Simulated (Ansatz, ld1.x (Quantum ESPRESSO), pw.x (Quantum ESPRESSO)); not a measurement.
## tungsten (W): one change to the TM potential, in the atom and in the bcc crystal

tungsten, norm-conserving Troullier–Martins (Kleinman–Bylander form), made with ld1.x (Quantum ESPRESSO) 7.5 (PBE, scalar-relativistic). Core [Xe] 4f14, reference 5d4 6s1.5 6p0 (charge +0.5). Waves: 6p (bound, empty): rc 3.20 bohr; 5d (bound): rc 2.15 bohr; 6s (bound): rc 2.20 bohr. Local part: the s channel. Core correction: none.

Change: reference 5d4 6s0 6p0.

Cutoffs, loose and tight: the cutoffs (Ry, on a coarse ladder) from which the occupation-weighted sum of valence levels, in a spherical-Bessel basis at the reference potential, stays within 10 and 1 mRy of its value at 400 Ry. They do not see the model core or the augmentation charge, which bear on the density cutoff. Test errors are all-electron minus pseudo excitation energies from the reference, over the configurations 5d4 6s2 6p0; 5d4 6s1 6p0; 5d4 6s0 6p0; 5d3 6s2 6p1; 5d3 6s2 6p0; 5d4.5 6s1.5 6p0; 5d5 6s1 6p0; variants that change the core or the reference have their own tests.

Crystal test: bcc W in pw.x 7.5, no spin, 14³ k-points, Fermi–Dirac smearing 0.01 Ry, cutoffs set for each file from its atomic test. The reference is all-electron LAPW (Ansatz 0.2.0) with the same functional, mesh and smearing; V0 and B0 come from Birch–Murnaghan fits to the pressures at five volumes. Errors are pseudo minus all-electron; Δ is the rms difference of the E(V) curves that follow from these fits, minima aligned, over ±6 % about the mean V0. Mesh and smearing are coarse, so the numbers serve the comparison and aren't converged zero-temperature values; the lattice is a test structure that the element need not adopt.

All-electron: a0 = 3.184 Å (V0 = 16.15 Å³/atom), B0 = 300.6 GPa.

Q: Does the change bring the crystal closer to the all-electron result?

A: The mean pressure error goes from +8.31 to -12.01 GPa, so the change moves the solid further from the all-electron pressures.

```json
{"quantity": "outcome (atom)", "base": "generated", "changed": "generated"}
{"quantity": "cutoff, loose (atom)", "base": "30 Ry", "changed": "30 Ry"}
{"quantity": "cutoff, tight (atom)", "base": "35 Ry", "changed": "35 Ry"}
{"quantity": "bound ghosts (atom)", "base": "none", "changed": "none"}
{"quantity": "largest test error (meV) (atom)", "base": "+64", "changed": "+214"}
{"quantity": "cutoffs in pw.x (Ry)", "base": "45/180", "changed": "45/180"}
{"quantity": "a0 (Å)", "base": "3.213", "changed": "3.143"}
{"quantity": "a0 error (%)", "base": "+0.90", "changed": "-1.29"}
{"quantity": "B0 error (%)", "base": "-3.5", "changed": "+10.9"}
{"quantity": "Δ (meV/atom)", "base": "28.4", "changed": "42.5"}
{"quantity": "mean pressure error (GPa)", "base": "+8.31", "changed": "-12.01"}
```

Base: The largest radius (3.20 bohr) exceeds half the bond length (2.60 bohr), so the spheres overlap, which is one possible source of error among others. This is a poor potential for the solid. Changed file: The largest radius (3.20 bohr) exceeds half the bond length (2.60 bohr), so the spheres overlap, which is one possible source of error among others. This is a poor potential for the solid. The atomic cutoffs weigh occupied waves only.
